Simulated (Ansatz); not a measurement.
# Al2: the cost of one run

Program: Ansatz 0.2.0. Level of theory: the levels named in each step. These are calculated values, not measurements.

## (1) The structure to begin with

Bond lengths: Al1–Al2 2.505 Å.

As a file:

```xyz
2

Al    0.0000    0.0000    0.0000
Al    0.0000    0.0000    2.5048
```

## (2) A rough first relaxation, PBE-D4/def2-SVP

This run stands in another session on the same molecule. It ended at:

```xyz
2

Al    0.0000    0.0000    0.0048
Al    0.0000    0.0000    2.5000
```

## (3) Relaxation, PBE0-D4/def2-TZVPP

This run stands in another session on the same molecule. It ended at:

```xyz
2

Al    0.0000    0.0000    0.0133
Al    0.0000    0.0000    2.4915
```

## (4) Frequencies, PBE0-D4/def2-TZVPP

Input file input.yaml:

```yaml
crystal:
  periodic: [false, false, false]
  atoms:
    - { symbol: Al, position_ang: [0.0, 0.0, 0.01327523] }
    - { symbol: Al, position_ang: [0.0, 0.0, 2.49152477] }
magnetization:
  spin_polarized: true
  initial_magnetization: 2
basis:
  gaussian: { orbitals: def2-TZVPP }
hamiltonian:
  xc: pbe0
  dispersion: d4
phonons: {}
```

Launch:

```
ansatz run input.yaml --threads 2 --pin off --max-ram 5120MiB --backend cpu --events-out ev --progress --plain --runs-dir out
```

Q: Estimate wall time and peak memory on 2 threads of Intel Xeon at 2.50GHz (Skylake/Cascade Lake), shared host.

About 14 s, with a peak of 0.2 GiB.
